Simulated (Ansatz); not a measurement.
# C2HCl3 (trichloroethylene): entropy by statistical mechanics

A singlet with charge 0, relaxed at PBE0-D4/def2-TZVP (Ansatz 0.2.0):

```xyz
6

Cl   -0.0860   -1.8505    1.0717
C     0.2671   -0.2483    0.6213
C    -0.1685    0.3189   -0.4989
Cl   -1.1432   -0.4687   -1.6505
Cl    0.2462    1.9424   -0.8573
H     0.8844    0.3062    1.3138
```

Harmonic wavenumbers in cm⁻¹: 170, 208, 278, 395, 485, 649, 820, 872, 955, 1268, 1666, 3242.

Masses in u: Cl 35.45, C 12.011, H 1.008. Take T = 298.15 K, p = 1 bar, R = 8.3145 J/(mol K), kT/hc = 207.22 cm⁻¹, rigid rotor and harmonic oscillator.

Problem. Work out S° at 298 K.

Solution. 
1. Translation (Sackur–Tetrode): S = R[3/2 ln M + 5/2 ln T − 1.1517] with M = 131.38 gives 169.7 J/(mol K).
2. Rotation: principal moments 129.403, 332.090, 461.493 u Å² give A, B, C = 0.1303, 0.0508, 0.0365 cm⁻¹; the symmetry number is σ = 1; q = (√π/σ)√((kT/hc)³/ABC) = 340151; S = R(ln q + 3/2) = 118.4.
3. Vibration: with u = ν̃/207.22, each mode gives R[u/(eᵘ − 1) − ln(1 − e⁻ᵘ)]; the sum is 35.9, most from 170 cm⁻¹ (10.2), 208 cm⁻¹ (8.6), 278 cm⁻¹ (6.5).
4. Electronic: R ln 1 = 0.0, from the spin multiplicity alone.
5. Sum: 169.7 + 118.4 + 35.9 + 0.0 = 324.0 J/(mol K).

The tabulated value is 324.8 J/(mol K) (CRC Handbook of Chemistry and Physics): the model is off by -0.8. Where a soft mode is a torsion, a harmonic oscillator describes it poorly.
